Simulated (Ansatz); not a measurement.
Loss of CH3Cl: C5H11Cl → C4H8 + CH3Cl

Species: C5H11Cl (2-chloro-3-methylbutane) `CC(C)C(C)Cl`, singlet; C4H8 (trans-2-butene) `C/C=C/C`, singlet; CH3Cl (chloromethane) `CCl`, singlet. 

Shapes, held fixed at every level: PBE0-D4/def2-TZVP. Flexible molecules stand in one conformer, not always the lowest. Programs: Ansatz 0.2.0. Electronic energies: no zero-point or thermal term.

| level | kind | ΔE (kJ/mol) | less CCSD(T)/CBS estimate |
| --- | --- | --- | --- |
| PBE-D4/def2-TZVPP | GGA | +106.0 | -6.6 |
| B3LYP-D4/def2-TZVPP | global hybrid | +94.2 | -18.4 |
| r2SCAN0-D4/def2-TZVPP | global hybrid | +118.9 | +6.3 |
| MP2/def2-TZVPP | perturbation theory | +124.1 | +11.5 |
| CCSD(T)/def2-SVP | coupled cluster or CI | +122.6 | +10.0 |
| CCSD/def2-SVP | coupled cluster or CI | +119.8 | +7.2 |
| CCSD(T)/CBS estimate | coupled cluster or CI | +112.6 | 0.0 |

The highest level, CCSD(T)/CBS estimate, gives ΔE = +112.6 kJ/mol; the levels span +94.2 to +124.1. The column of differences is taken from that level and isn't an error. No measured value is set beside it here. The CBS estimate extrapolates MP2 from def2-TZVPP and def2-QZVPP and adds CCSD(T) − MP2 in the triple-zeta set, cores frozen.
